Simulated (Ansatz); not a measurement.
Voigt–Reuss–Hill bulk modulus (GPa) of solids drawn from the class of elemental solids other than molecular ones, at two levels: PBE in Ansatz (plane waves, PAW), and PBEsol in Ansatz (PAW).

```json
[
 {"solid": "hcp Mg", "PBE": "36.1", "PBEsol": "37.4", "shift (%)": "+3.6"},
 {"solid": "hcp Zr", "PBE": "93.5", "PBEsol": "99.0", "shift (%)": "+5.9"},
 {"solid": "hcp Os", "PBE": "397", "PBEsol": "432", "shift (%)": "+8.8"},
 {"solid": "hcp Cd", "PBE": "40.3", "PBEsol": "57.3", "shift (%)": "+42"},
 {"solid": "hcp Ru", "PBE": "312", "PBEsol": "347", "shift (%)": "+11.2"},
 {"solid": "white tin (β-Sn)", "PBE": "47.4", "PBEsol": "55.8", "shift (%)": "+17.7"},
 {"solid": "hcp Hf", "PBE": "107", "PBEsol": "114", "shift (%)": "+6.5"},
 {"solid": "hcp Be", "PBE": "123", "PBEsol": "124", "shift (%)": "+0.8"},
 {"solid": "hcp Ti", "PBE": "112", "PBEsol": "119", "shift (%)": "+6.2"},
 {"solid": "hcp Tl", "PBE": "26.2", "PBEsol": "36.0", "shift (%)": "+37"}
]
```

The shifts run from +0.8 % to +42 %, with a median of +7.7 %.

Over all 10 rows PBEsol is the larger in 10.

Ansatz's runs of these crystals have no spin polarisation.

Spin–orbit coupling is left out, also for the solids with elements from indium on (hcp Os, white tin (β-Sn), hcp Hf, hcp Tl); its size isn't shown.

Each level is taken at its own relaxed cell. Ansatz's density-functional and Hartree–Fock values are scalar-relativistic unless marked +SOC, with PAW data made under PBE.

Ansatz is a quantum-chemistry and plane-wave program.
